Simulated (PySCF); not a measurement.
## Fractional electron number in Cl (chlorine, neutral)

The 3p beta orbital of [Ne] 3s2 3p5 is emptied in steps (occupation f), with all orbitals relaxed, ending at [Ne] 3s2 3p4. Calculation: PySCF 2.14, in aug-cc-pVTZ-DK; scalar relativity by spin-free X2C-1e. The exact energy is a straight line in f; departures are measured from the line between the end points of the same method.

Question: Among UHF, LDA, PBE, PBE0, r2SCAN, LC-wPBE, BHandHLYP, wB97X, M06-2X, BLYP, which shows the largest delocalisation error (convex curve), and which is closest to linear?

Answer: Most convex: LDA (-1.266 eV at f = 0.5); closest to linear: LC-wPBE (-0.118 eV).

| f | UHF (eV) | LDA (eV) | PBE (eV) | PBE0 (eV) | r2SCAN (eV) | LC-wPBE (eV) | BHandHLYP (eV) | wB97X (eV) | M06-2X (eV) | BLYP (eV) |
| --- | --- | --- | --- | --- | --- | --- | --- | --- | --- | --- |
| 1 | 0.000 | 0.000 | 0.000 | 0.000 | 0.000 | 0.000 | 0.000 | 0.000 | 0.000 | 0.000 |
| 0.75 | 0.235 | -0.943 | -0.911 | -0.630 | -0.848 | -0.090 | -0.365 | -0.165 | -0.387 | -0.923 |
| 0.5 | 0.299 | -1.266 | -1.216 | -0.839 | -1.118 | -0.118 | -0.494 | -0.223 | -0.521 | -1.237 |
| 0.25 | 0.215 | -0.953 | -0.910 | -0.627 | -0.820 | -0.084 | -0.376 | -0.171 | -0.382 | -0.931 |
| 0 | 0.000 | 0.000 | 0.000 | 0.000 | 0.000 | 0.000 | 0.000 | 0.000 | 0.000 | 0.000 |

```csv
method,E(f=0) − E(f=1) (eV),−ε at f=1 (eV),−ε at f=0.5 (eV)
UHF,11.758,13.071,11.706
LDA,13.191,8.202,13.164
PBE,12.962,8.122,12.965
PBE0,12.946,9.591,12.955
r2SCAN,12.996,8.455,13.068
LC-wPBE,13.045,12.561,13.061
BHandHLYP,12.866,10.947,12.839
wB97X,12.987,12.119,12.975
M06-2X,12.978,10.943,12.975
BLYP,12.896,8.008,12.873
```

Reference removal energy between the ground levels: 12.968 eV (measured; NIST Atomic Spectra Database, ionization energies). The calculation has no spin-orbit coupling. UHF lacks correlation.
